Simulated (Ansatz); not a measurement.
# 2H MoS2

The numbers are results of PBE-D4 (PAW; Ansatz, a program for electronic structure), not measurements.

Numerical settings: plane-wave cutoff 500 eV, 12×12×4 k mesh (along the axes of the cell as run), gaussian smearing 0.02 eV, no spin polarisation, scalar-relativistic PAW data made under PBE.

Cell: relaxed at this level.

For 2H MoS2, the volume per atom comes out as 17.46 Å³/atom, the equilibrium lattice constant a is 3.154 Å and the lattice parameter c is 12.163 Å. The band gap is 0.82 eV (on the SCF k mesh).

Measured, for comparison: band gap 1.23 eV (room temperature, not corrected to a static lattice, bulk 2H, our sources range from 1.23 to 1.29; as tabulated in Bastos et al. (2019), arXiv:1903.08112); lattice constant a 3.16 Å, lattice parameter c 12.294 Å (300 K, not corrected to a static lattice; as tabulated in arXiv:1605.07067). Computed (rounded) less measured: lattice constant a -0.2 %, lattice parameter c -1.1 %. A static lattice is as a rule a little smaller and stiffer than an uncorrected measurement, which narrows the difference in the lattice parameter c and would widen misses of the other sign.

Spin–orbit coupling is not included.

The computed numbers hold no vibrational or temperature effects.

The result took about 40 core-seconds (a rough figure).
